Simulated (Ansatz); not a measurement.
System: fcc Pt. Method: PBEsol+SOC (Ansatz, a quantum-chemistry and plane-wave program, plane waves, PAW).

Input file:

Ansatz 0.2 input:
```yaml
crystal:
  lattice:
    - [0.0, 1.960216419, 1.960216419]
    - [1.960216419, 0.0, 1.960216419]
    - [1.960216419, 1.960216419, 0.0]
  atoms:
    - { symbol: Pt, position: [0.0, 0.0, 0.0] }
basis:
  ecutwfc: 520
  ecutrho_ratio: 4
  xc_grid: 2
kpoints:
  mp_grid: { grid: [24, 24, 24] }
hamiltonian:
  xc: pbesol
  dispersion: none
  pseudopotentials: { kind: paw }
scf:
  occupations: { method: fermi_dirac, width: 0.05 }
  convergence: { dr2_threshold: 0.0000000001 }
output:
  forces: false
  stress: true
  eigenvalues: true
magnetization:
  noncollinear: true
  spin_orbit: true
```

The run printed, among other lines:

```
Crystal: 1 atoms, lattice volume = 15.064 Å³
Basis set: ecut = 520 eV, 411 PW (Γ), exchange–correlation on 48×48×48 points (8 copies of the dense FFT grid, shifted against one another)
Bands: 26, of which v1, the nominal top of the filled ones, is band 18 counted from 1 (17 counted from 0)
Symmetry: 48 space group operations + 48 with time reversal
k-points: 413 of 13824
Initial density: superposition of atomic densities (chi_scale 0.1, normalization cell)
Functional: x = pbesol(κ = 0.804, μ = 0.12345679012345678), c = pbesol(β = 0.046)
SCF 1 converged in 7 iterations: F = -12417.795869 eV  dr2 = 2.71e-11
SCF converged after 7 iterations
Free energy (F): -12417.795869 eV
Internal energy: -12417.781413 eV  (E = F + TS)
E sigma→0 (E₀):  -12417.788641 eV
Fermi energy:    23.363783 eV
--- Stress (GPa, compression-positive) ---
       -0.000337       0.000000      -0.000000
       -0.000000      -0.000337       0.000000
       -0.000000       0.000000      -0.000337
  P = ⅓ Tr σ = -0.0003 GPa (-0.003 kbar)
```

The PAW data were made under PBE.

Computing time: roughly 28 core-seconds.
